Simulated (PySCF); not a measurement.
**Working with the constants of MgAl**

UHF-CCSD(T) constants of MgAl, ²Π (doublet), unpaired electrons π ↑ (basis Mg 6-31G(d,p), Al 6-31G(d,p); no relativity; PySCF 2.14; masses 23.9850 and 26.9815 u):

| Item | Value |
| --- | --- |
| ωe | 187.3 cm⁻¹ |
| ωexe | 3.13 cm⁻¹ |
| Be | 0.15607 cm⁻¹ |
| αe | 0.00251 cm⁻¹ |
| De to Mg + Al | 0.247 eV |

Problem. What force constant and bond length do these constants imply?

Solution. Reduced mass μred = 12.698 u; k = 5.8918×10⁻⁷·μred·ωe² (u, cm⁻¹, mdyn/Å) = 0.262 mdyn/Å; Re = √(16.8576/(μred·Be)) (u, cm⁻¹, Å) = 2.917 Å.

Problem. Estimate the centrifugal constant D from the Kratzer relation and find the Dunham coefficient a1.

Solution. D = 4Be³/ωe² = 4.33e-07 cm⁻¹; a1 = −1 − αeωe/(6Be²) = -4.22.

Correlated steps freeze 6 core orbitals. The bond is weak. Basis-set superposition, not corrected here, can be much of De in a small basis, most of all at correlated wavefunction levels. The state is the lowest determinant that a PBE0 search found; another state may lie lower at other levels.
